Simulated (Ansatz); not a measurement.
**CHAl (triplet): the correlation ladder at distance Al1–H3 = 2.503 Å, 6-31G**

How much of the correlation energy of CHAl (triplet) does each wave-function method recover here?

Computed with Ansatz 0.2.0, Gaussian basis. Level: 6-31G, core rule «outside noble gas», up to 6 orbitals frozen.

To be run: UHF; CCSD(T) on ROHF; CCSD(T) on UHF; BCCD(T) on ROHF; CISD; CCSDT(Q) on ROHF; CCSDT(Q) on UHF; CISDTQ; CCSDTQ on ROHF; CCSDTQ on UHF; CASSCF and MRCISD+Q, 4 electrons in 4 orbitals; CASSCF and NEVPT2, 4 electrons in 4 orbitals; CASSCF and MRCISD+Q, 8 electrons in 9 orbitals; CASSCF and NEVPT4(SD), 8 electrons in 9 orbitals; CASSCF and NEVPT2, 8 electrons in 9 orbitals; Full CI.

16 further runs of the same task are left out: 1 for a known fault of the program, 14 that didn't finish, 1 set aside as unsound or not needed.

## Step 1: The system

The geometry derives from a PBE0/def2-TZVP stationary point (not a proven minimum). One bond is set to the value named and the two fragments are kept rigid.

3 atoms, charge 0, spin multiplicity 3.

Atoms are counted from 1 here; the program's logs count them from 0.

Bond lengths: Al1–C2 1.916 Å.

## Step 2: UHF

The input, in.yaml:

```yaml
crystal:
  periodic: [false, false, false]
  atoms:
    - {symbol: Al, position_ang: [0.000000, 0.000000, -0.195600]}
    - {symbol: C, position_ang: [0.000000, 0.000000, -2.111800]}
    - {symbol: H, position_ang: [0.000000, 0.000000, 2.307400]}
basis:
  gaussian: {orbitals: 6-31G}
magnetization: {spin_polarized: true, initial_magnetization: 2}
hamiltonian: {xc: hf}
output: {orbitals: {seedname: orbitals}}
```

Launch:

```sh
> ansatz run in.yaml --threads 1 --pin off --events-out ev --progress --plain --max-ram 2393MiB
```

After this run come: CCSD(T) on ROHF; CCSD(T) on UHF; BCCD(T) on ROHF; CISD; CCSDT(Q) on ROHF; CCSDT(Q) on UHF; CISDTQ; CCSDTQ on ROHF; CCSDTQ on UHF; CASSCF and MRCISD+Q, 4 electrons in 4 orbitals; CASSCF and NEVPT2, 4 electrons in 4 orbitals; CASSCF and MRCISD+Q, 8 electrons in 9 orbitals; CASSCF and NEVPT4(SD), 8 electrons in 9 orbitals; CASSCF and NEVPT2, 8 electrons in 9 orbitals; Full CI.

Q: Predict the results of all the runs planned. Wanted: FCI below the RHF energy; RMP2 from FCI; UMP2 from FCI; RCCSD from FCI; RCCSD(T) from FCI; UCCSD(T) from FCI; RCCSDT(Q) from FCI; UCCSDT(Q) from FCI; NEVPT2 pair from FCI.

**Answer**, as computed:

| quantity | value |
| --- | --- |
| FCI below the RHF energy | -4.4841 eV |
| RMP2 from FCI | +37.94 kcal/mol |
| UMP2 from FCI | +25.43 kcal/mol |
| RCCSD from FCI | +8.36 kcal/mol |
| RCCSD(T) from FCI | +1.96 kcal/mol |
| UCCSD(T) from FCI | +3.23 kcal/mol |
| RCCSDT(Q) from FCI | -0.13 kcal/mol |
| UCCSDT(Q) from FCI | +0.02 kcal/mol |
| NEVPT2 pair from FCI | +22.58 kcal/mol |
| MRCISD+Q pair from FCI | +2.14 kcal/mol |
| NEVPT2 valence from FCI | +6.17 kcal/mol |
| levels within 1 kcal/mol (43 meV) | RCCSDT, UCCSDT, CISDTQ, RCCSDT(Q), UCCSDT(Q), RCCSDTQ, UCCSDTQ, NEVPT4(SD) valence, MRCISD valence, MRCISD+Q valence |
| T1 diagnostic | 0.117 |
| effectively unpaired electrons | 2.99 |

In words: RCCSD(T) lands +1.96 kcal/mol from the yardstick (1.9 % of the correlation energy). CCSD(T) misses by +1.96 kcal/mol on the restricted determinant and by +3.23 kcal/mol on the unrestricted one; the two need not hold the same state or core. RCCSDT(Q) falls below full CI, which methods that aren't variational can do. The occupations show strong static correlation (3.0 unpaired electrons where one determinant has 2). Coupled cluster on one determinant still stays close here. Of the multireference levels listed MRCISD+Q valence comes nearest in total energy (+0.26 kcal/mol), which doesn't show that its space is the better one. These misses are within one basis, not against nature; the frozen cores of restricted and unrestricted runs differ, which can shift their rows.
